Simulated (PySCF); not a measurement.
**Structure revision by computed shifts**

A compound C5H10O gives the data below (simulated from a calculation) and was assigned the structure `CC(=O)C(C)C`.

13C{1H} NMR (computed): δ 213.5 (C), 37.2 (CH2, 2C), 8.7 (CH3, 2C).

1H NMR (400 MHz, computed): δ 2.23 (m, 4H), 1.03 (m, 6H).

[PySCF 2.14.0 with density-fitted response routines: J couplings at B3LYP/pcJ-1 (without the spin–dipole term); PBE0-D3(BJ)/def2-SVP structure; σ from GIAO-PBE0/pcSseg-1; non-relativistic; a single conformation; equivalent nuclei averaged; no solvent]

References, each an isolated molecule treated in the same way: 1H (σ = 31.27 ppm) and 13C (σ = 184.41 ppm) vs TMS.

(1) Compare with the shifts computed for the proposed structure, pairing carbons in order of shift.

(2) Which isomer fits?

Results:

(1) Numbering as in the mapped SMILES `[CH3:1][C:2](=[O:3])[CH:4]([CH3:5])[CH3:6]` (H(Xn): hydrogen on atom n).

```tsv
atom	computed for proposal	given list	difference
C2	214.2	213.5	+0.7
C4	42.8	37.2	+5.6
C1	28.8	37.2	-8.4
C5	20.1	8.7	+11.4
C6	20.1	8.7	+11.4
```

The rms difference is 8.5 ppm and the largest +11.4 ppm at C5 (methyl carbon). The proposal also would give 4 carbon signals, not 3. The carbon types in order of shift don't match either: C, CH, CH3, CH3, CH3 for the proposal against C, CH2, CH2, CH3, CH3 in the data. The proposal doesn't fit.

(2) `CCC(=O)CC`.

Carbon types of the structure: 1 × C, 2 × CH2, 2 × CH3, which accounts for all hydrogens. δC 213.5: ketone carbonyl carbon; the double bond to the heteroatom, with no lone-pair donor beside it, deshields it most. δC 37.2: sp3 CH2 α to a carbonyl; the adjacent C=O deshields it moderately. δC 8.7: methyl carbon; saturated and bonded to C and H only. δH 2.23: hydrogen on an sp3 CH2 α to a carbonyl; α to C=O.

The shifts were computed for this structure.

Splittings below 1 Hz are ignored in the labels, and close J values are merged. Couplings among chemically equivalent protons are left out too, so labels in AA′BB′ or AA′XX′ sets are apparent multiplicities. Unscaled 3J(H,H) at this level run about 9 % above measured values. Shifts are as computed. Against solution values, carbons near 30 ppm lie about +2 ppm off and those near 130 ppm about +4 ppm. Of 246 compounds with measured shifts, 49 miss one by over three times the rms of a fit or turn the order of signals round; such compounds aren't used in these exercises.
